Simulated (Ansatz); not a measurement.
hcp Os, treated with r²SCAN (Ansatz, a program for electronic structure, PAW).

Numerical settings: plane-wave cutoff 600 eV, 30×30×16 k mesh (along the axes of the cell as run), Fermi–Dirac smearing 0.072 eV (set by the program), no spin polarisation, scalar-relativistic PAW data made under PBE.

Cell (relaxed at this level):

```cif
data_Os2
_chemical_formula_sum 'Os2'
_space_group_name_H-M_alt 'P63/mmc'
_space_group_IT_number 194
_space_group_name_Hall '-P 6c 2c'
_cell_length_a 2.73832
_cell_length_b 2.73832
_cell_length_c 4.31653
_cell_angle_alpha 90.000
_cell_angle_beta 90.000
_cell_angle_gamma 120.000
loop_
_atom_site_label
_atom_site_type_symbol
_atom_site_symmetry_multiplicity
_atom_site_Wyckoff_symbol
_atom_site_fract_x
_atom_site_fract_y
_atom_site_fract_z
_atom_site_occupancy
Os1 Os 2 c 0.33333 0.66667 0.25000 1
```

What does this level give for the Young modulus, polycrystal shear modulus (Hill average), Poisson ratio, elastic constant C11, elastic constant C12, elastic constant C13, elastic constant C33, elastic constant C44 and elastic constant C66?


* **Young modulus**: 692 GPa
* **polycrystal shear modulus (Hill average)**: 281 GPa
* **Poisson ratio**: 0.230
* **elastic constant C11**: 784 GPa
* **elastic constant C12**: 237 GPa
* **elastic constant C13**: 232 GPa
* **elastic constant C33**: 887 GPa
* **elastic constant C44**: 276 GPa
* **elastic constant C66**: 273 GPa

Measured, for comparison: elastic constant C11 763 GPa, elastic constant C12 228 GPa, elastic constant C13 218 GPa, elastic constant C33 843 GPa, elastic constant C44 269 GPa (0 K, extrapolated to 0 K (read from the set's bulk modulus against, 405 at 300 K); as tabulated in Liu et al. (2023), arXiv:2002.00005). Computed (rounded) less measured: elastic constant C11 +3 %, elastic constant C12 +4 %, elastic constant C13 +6 %, elastic constant C33 +5 %, elastic constant C44 +3 %.

Elastic constants are with the ions relaxed.

Spin–orbit coupling is not included.

The computed numbers hold no vibrational or temperature effects.

It cost roughly 80 core-minutes of CPU time.
